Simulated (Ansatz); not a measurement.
# AlSiH (singlet): from Hartree-Fock to the top rungs at distance Al2–H3 = 1.923 Å, 6-31G

How much of the correlation energy of AlSiH (singlet) does each wave-function method recover here?

The runs use Ansatz 0.2.0, Gaussian basis; 6-31G, core rule «outside noble gas», up to 10 orbitals frozen.

The runs, in order: UHF; CCSD(T) on RHF; CCSD(T) on UHF; BCCD(T) on RHF; CISD; CCSDT(Q) on RHF; CCSDT(Q) on UHF; CISDTQ; CCSDTQ on RHF; CASSCF and MRCISD+Q, 2 electrons in 2 orbitals; CASSCF and NEVPT2, 2 electrons in 2 orbitals; CASSCF and MRCISD+Q, 8 electrons in 9 orbitals; CASSCF and NEVPT4(SD), 8 electrons in 9 orbitals; CASSCF and NEVPT2, 8 electrons in 9 orbitals; Full CI.

24 further runs of the same task are left out: 17 that didn't finish, 7 set aside as unsound or not needed.

## (1) The system

The geometry derives from a PBE0/def2-TZVP stationary point (not a proven minimum). One bond is set to the value named and the two fragments are kept rigid.

3 atoms, charge 0, spin multiplicity 1.

Atoms are counted from 1 here; the program's logs count them from 0.

Bond lengths: Si1–Al2 2.354 Å, Al2–H3 1.923 Å. Angles: Si1–Al2–H3 180.0°.

## (2) UHF

Contents of in.yaml:

```yaml
crystal:
  periodic: [false, false, false]
  atoms:
    - {symbol: Si, position_ang: [0.000000, 0.000000, 2.210203]}
    - {symbol: Al, position_ang: [0.000000, 0.000000, -0.143601]}
    - {symbol: H, position_ang: [0.000000, 0.000000, -2.066601]}
basis:
  gaussian: {orbitals: 6-31G}
magnetization: {spin_polarized: true, initial_magnetization: 0}
hamiltonian: {xc: hf}
output: {orbitals: {seedname: orbitals}}
```

On the command line:

```
> ansatz run in.yaml --threads 1 --pin off --events-out ev --progress --plain --max-ram 2393MiB
```

After this run come: CCSD(T) on RHF; CCSD(T) on UHF; BCCD(T) on RHF; CISD; CCSDT(Q) on RHF; CCSDT(Q) on UHF; CISDTQ; CCSDTQ on RHF; CASSCF and MRCISD+Q, 2 electrons in 2 orbitals; CASSCF and NEVPT2, 2 electrons in 2 orbitals; CASSCF and MRCISD+Q, 8 electrons in 9 orbitals; CASSCF and NEVPT4(SD), 8 electrons in 9 orbitals; CASSCF and NEVPT2, 8 electrons in 9 orbitals; Full CI.

**Question.** What will the summary of the whole plan be? Wanted: FCI below the RHF energy; RMP2 from FCI; RCCSD from FCI; RCCSD(T) from FCI; RCCSDT(Q) from FCI; NEVPT2 valence from FCI; NEVPT4(SD) valence from FCI; MRCISD+Q valence from FCI; T1 diagnostic.

As calculated:

| quantity | value |
| --- | --- |
| FCI below the RHF energy | -3.0653 eV |
| RMP2 from FCI | +23.18 kcal/mol |
| RCCSD from FCI | +5.05 kcal/mol |
| RCCSD(T) from FCI | +2.78 kcal/mol |
| RCCSDT(Q) from FCI | +0.27 kcal/mol |
| NEVPT2 valence from FCI | +4.45 kcal/mol |
| NEVPT4(SD) valence from FCI | +0.65 kcal/mol |
| MRCISD+Q valence from FCI | +0.04 kcal/mol |
| levels within 1 kcal/mol (43 meV) | RCCSDT(Q), RCCSDTQ, NEVPT4(SD) valence, MRCISD valence, MRCISD+Q valence |
| T1 diagnostic | 0.032 |
| effectively unpaired electrons | 2.11 |

**Reading.** RCCSD(T) misses by +2.78 kcal/mol, 3.9 % of the correlation energy. The occupations show strong static correlation (2.1 unpaired electrons where one determinant has 0). Coupled cluster on one determinant still stays close here. Of the multireference levels listed MRCISD+Q valence comes nearest in total energy (+0.04 kcal/mol), which doesn't show that its space is the better one. These misses are within one basis, not against nature.
